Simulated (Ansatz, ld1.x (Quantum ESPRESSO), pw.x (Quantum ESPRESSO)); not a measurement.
**What a changed setting does to a pw.x run (diamond Ge)**

Potential: norm-conserving Troullier–Martins (Kleinman–Bylander form), ld1.x (Quantum ESPRESSO) 7.5, PBE; core [Ar] 3d10, reference 4s1 4p3; waves: 4p (bound): rc 2.66 bohr; 4d channel at 0.05 Ry: rc 2.78 bohr; 4s (bound): rc 2.04 bohr; local part: the s channel; core correction: Bessel-smoothed model core, default radius (core density twice the valence density).

The reference run (k-mesh 8³, cutoffs 50/200 Ry, Fermi–Dirac 0.01 Ry, mixing_beta 0.4, conv_thr 1e-9, no spin) gives 0.26 GPa at 23.951 Å³/atom, where all-electron LAPW gives 0.00 GPa. This run, with its own iteration cap, changes k-mesh points per axis to 3.

```
&control
  calculation='scf', prefix='x', pseudo_dir='./', outdir='./tmp', tstress=.true., disk_io='none'
/
&system
  ibrav=0, nat=2, ntyp=1, ecutwfc=50, ecutrho=200, nbnd=11,
  occupations='smearing', smearing='fd', degauss=0.01
/
&electrons
  conv_thr=1e-09, mixing_beta=0.4, electron_maxstep=60
/
ATOMIC_SPECIES
Ge 1.0 Ge.UPF
CELL_PARAMETERS angstrom
  0.00000000 2.88253474 2.88253474
  2.88253474 0.00000000 2.88253474
  2.88253474 2.88253474 0.00000000
ATOMIC_POSITIONS crystal
Ge 0.0000 0.0000 0.0000
Ge 0.2500 0.2500 0.2500
K_POINTS automatic
3 3 3 0 0 0
```

```bash
pw.x < Ge.scf.in > Ge.scf.out
```

Task: How does the run end?

Result: It converges in 13 iterations; the free energy moves by +348.7 meV/atom and the pressure by +3.11 GPa.

```
Message from routine setup:
     using ibrav=0 with symmetry is DISCOURAGED, use correct ibrav instead
     lattice parameter (alat)  =       7.7035  a.u.
     unit-cell volume          =     323.2587 (a.u.)^3
     number of electrons       =         8.00
     number of Kohn-Sham states=           11
     kinetic-energy cutoff     =      50.0000  Ry
     charge density cutoff     =     200.0000  Ry
     scf convergence threshold =      1.0E-09
     Exchange-correlation= PBE
     number of k points=     4  Fermi-Dirac smearing, width (Ry)=  0.0100
     iteration #  1     ecut=    50.00 Ry     beta= 0.40
     total energy              =     -42.80141286 Ry
     estimated scf accuracy    <       0.09609244 Ry
     iteration #  2     ecut=    50.00 Ry     beta= 0.40
     total energy              =     -42.79325124 Ry
     estimated scf accuracy    <       0.02671157 Ry
     iteration #  3     ecut=    50.00 Ry     beta= 0.40
     total energy              =     -42.79662847 Ry
     estimated scf accuracy    <       0.00019678 Ry
     iteration #  4     ecut=    50.00 Ry     beta= 0.40
     c_bands:  1 eigenvalues not converged
     c_bands:  1 eigenvalues not converged
     total energy              =     -42.79792922 Ry
     estimated scf accuracy    <       0.00005309 Ry
     iteration #  5     ecut=    50.00 Ry     beta= 0.40
     total energy              =     -42.79790285 Ry
     estimated scf accuracy    <       0.00006309 Ry
     iteration #  6     ecut=    50.00 Ry     beta= 0.40
     total energy              =     -42.79791070 Ry
     estimated scf accuracy    <       0.00001589 Ry
     iteration #  7     ecut=    50.00 Ry     beta= 0.40
     total energy              =     -42.79791321 Ry
     estimated scf accuracy    <       0.00000053 Ry
     iteration #  8     ecut=    50.00 Ry     beta= 0.40
     total energy              =     -42.79791371 Ry
     estimated scf accuracy    <       0.00000002 Ry
     iteration #  9     ecut=    50.00 Ry     beta= 0.40
     total energy              =     -42.79791373 Ry
     estimated scf accuracy    <       0.00000007 Ry
     iteration # 10     ecut=    50.00 Ry     beta= 0.40
     total energy              =     -42.79791372 Ry
     estimated scf accuracy    <       0.00000003 Ry
     iteration # 11     ecut=    50.00 Ry     beta= 0.40
     total energy              =     -42.79791373 Ry
     estimated scf accuracy    <          3.2E-09 Ry
     iteration # 12     ecut=    50.00 Ry     beta= 0.40
     total energy              =     -42.79791373 Ry
     estimated scf accuracy    <          3.7E-09 Ry
     iteration # 13     ecut=    50.00 Ry     beta= 0.40
     the Fermi energy is     5.3181 ev
!    total energy              =     -42.79791373 Ry
     estimated scf accuracy    <          2.7E-10 Ry
     smearing contrib. (-TS)   =      -0.00387775 Ry
     The total energy is F=E-TS. E is the sum of the following terms:
     one-electron contribution =       4.42944585 Ry
     hartree contribution      =       1.26120459 Ry
     xc contribution           =     -32.66210788 Ry
     ewald contribution        =     -15.82257854 Ry
     convergence has been achieved in  13 iterations
          total   stress  (Ry/bohr**3)                   (kbar)     P=       33.62
     Message from routine punch:
     Nothing written, as per user request (disk_io='none')
```

The run took about 4.8 s on one core of a shared host (Intel(R) Xeon(R) Platinum 8259CL CPU @ 2.50GHz, 96 threads, 755 GiB, load 67).
